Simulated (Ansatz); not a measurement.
**C3H4Cl2: one species, many methods**

How much do the methods differ for C3H4Cl2? The plan is to run it at one geometry with functionals of several rungs and with coupled cluster. The yardstick is the atomisation energy at the CCSD(T) limit.

Program: Ansatz 0.2.0, Gaussian basis. Level of theory: functionals in def2-TZVPP, the program's frozen cores in correlated methods. These are calculated values, not measurements.

Levels to be run: LDA (SPW92), PBE-D4, revPBE-D4, BLYP-D4, r2SCAN-D4, B97M-V, PBE0-D4, B3LYP-D4, r2SCANh-D4, r2SCAN0-D4, HSE06-D4, BHLYP-D4, CAM-B3LYP-D4, LC-ωPBE, ωB97X-V, ωB97M-V, B2PLYP, PBE-QIDH; CCSD(T)/def2-SVP; CCSD(T)/def2-TZVPP; MP2/def2-QZVPP; extrapolation to the limit; RPA on PBE.

**1. Structure used throughout**

An earlier PBE0-D4 in a triple-zeta def2 set relaxation fixed the geometry.

SMILES `ClC1(Cl)CC1`, 9 atoms, charge 0, spin multiplicity 1.

Atoms are counted from 1 here; the program's logs count them from 0.

Bond lengths: Cl1–C2 1.749 Å, C2–Cl3 1.749 Å, C2–C4 1.485 Å, C2–C5 1.485 Å, C4–C5 1.510 Å, C4–H6 1.082 Å, C4–H7 1.082 Å, C5–H8 1.082 Å, C5–H9 1.082 Å. Angles: Cl1–C2–Cl3 113.0°, Cl1–C2–C4 118.4°, Cl1–C2–C5 118.4°, Cl3–C2–C4 118.4°, Cl3–C2–C5 118.4°, C4–C2–C5 61.1°, C2–C4–C5 59.4°, C2–C4–H6 117.0°, C2–C4–H7 117.0°, C5–C4–H6 118.1°, C5–C4–H7 118.1°, H6–C4–H7 115.6°, C2–C5–C4 59.4°, C2–C5–H8 117.0°, C2–C5–H9 117.0°, C4–C5–H8 118.1°, C4–C5–H9 118.1°, H8–C5–H9 115.6°.

Geometry (Å):

```mol
C3H4Cl2
  3D, bonds by distance, orders not assigned

  9  9  0  0  0  0  0  0  0  0999 V2000
    1.0301   -2.0115   -0.1757 Cl  0  0
    0.0452   -0.5967   -0.4734 C   0  0
   -0.8497   -0.6907   -1.9736 Cl  0  0
    0.5618    0.7270   -0.0412 C   0  0
   -0.5908    0.0777    0.6869 C   0  0
    1.5290    0.7416    0.4441 H   0  0
    0.3489    1.5706   -0.6846 H   0  0
   -0.4030   -0.3467    1.6645 H   0  0
   -1.5830    0.4824    0.5359 H   0  0
  1  2  8  0
  2  3  8  0
  2  4  8  0
  4  5  8  0
  4  6  8  0
  4  7  8  0
  5  8  8  0
  5  9  8  0
  2  5  8  0
M  END
```

**2. LDA**

This LDA is Slater exchange with PW92 correlation.

in.yaml

```yaml
crystal:
  periodic: [false, false, false]
  atoms:
    - {symbol: Cl, position_ang: [1.030089, -2.011485, -0.175668]}
    - {symbol: C, position_ang: [0.045200, -0.596653, -0.473389]}
    - {symbol: Cl, position_ang: [-0.849690, -0.690731, -1.973633]}
    - {symbol: C, position_ang: [0.561804, 0.726962, -0.041210]}
    - {symbol: C, position_ang: [-0.590795, 0.077717, 0.686926]}
    - {symbol: H, position_ang: [1.528953, 0.741605, 0.444063]}
    - {symbol: H, position_ang: [0.348906, 1.570642, -0.684610]}
    - {symbol: H, position_ang: [-0.402959, -0.346679, 1.664522]}
    - {symbol: H, position_ang: [-1.583009, 0.482421, 0.535897]}
basis:
  gaussian: {orbitals: def2-TZVPP}
hamiltonian: {xc: lda}
output: {orbitals: {seedname: orbitals}}
```

After this run come: PBE-D4 (GGA); revPBE-D4 (GGA); BLYP-D4 (GGA); r2SCAN-D4 (meta-GGA); B97M-V (meta-GGA); PBE0-D4 (hybrid); B3LYP-D4 (hybrid); r2SCANh-D4 (hybrid); r2SCAN0-D4 (hybrid); HSE06-D4 (hybrid); BHLYP-D4 (hybrid); CAM-B3LYP-D4 (range-separated); LC-ωPBE (range-separated); ωB97X-V (range-separated); ωB97M-V (range-separated); B2PLYP (double hybrid); PBE-QIDH (double hybrid); CCSD(T) in def2-SVP; CCSD(T) in def2-TZVPP; MP2 in def2-QZVPP; RPA on PBE orbitals.

Before running them: what should the planned runs give, taken together? Wanted: atomisation energy, CCSD(T)/CBS; farthest beyond LDA; mean size of error, GGA; mean size of error, meta-GGA; mean size of error, hybrid; mean size of error, range-separated; mean size of error, double hybrid; gap, smallest and largest; T1 diagnostic.

The runs gave:

| quantity | value |
| --- | --- |
| atomisation energy, CCSD(T)/CBS | 3374.9 kJ/mol |
| functionals within 16.9 kJ/mol (0.5 %) | B3LYP-D4, r2SCANh-D4, CAM-B3LYP-D4 |
| farthest beyond LDA | PBE-D4 (+129.5 kJ/mol) |
| mean size of error, GGA | 61.8 kJ/mol |
| mean size of error, meta-GGA | 30.8 kJ/mol |
| mean size of error, hybrid | 49.0 kJ/mol |
| mean size of error, range-separated | 17.7 kJ/mol |
| mean size of error, double hybrid | 34.6 kJ/mol |
| gap, smallest and largest | 5.61 eV (LDA (SPW92)), 13.42 eV (LC-ωPBE) |
| T1 diagnostic | 0.0089 |
| triples share of the correlation energy | 4.4 % |

**Reading.** The LDA atomisation energy is off by 582.1 kJ/mol (17 %): it overbinds. PBE-D4 is off by +129.5 kJ/mol. Double hybrids carry the basis error of their MP2 part in triple zeta, and no dispersion term here, so their miss is partly the set-up's. Taken by rung, range-separated functionals do best (17.7 kJ/mol on average) and GGA ones worst beyond LDA (61.8 kJ/mol). Misses under about 16.9 kJ/mol are within the doubt on the reference itself, which lacks core-valence correlation, relativity and higher excitations. Hartree-Fock recovers 72 % of the binding; the rest is correlation. CCSD(T) in def2-SVP is off by -160.2 kJ/mol, so the small basis spoils what the method gains. Orbital gaps span 5.6 to 13.4 eV; exact exchange widens them.
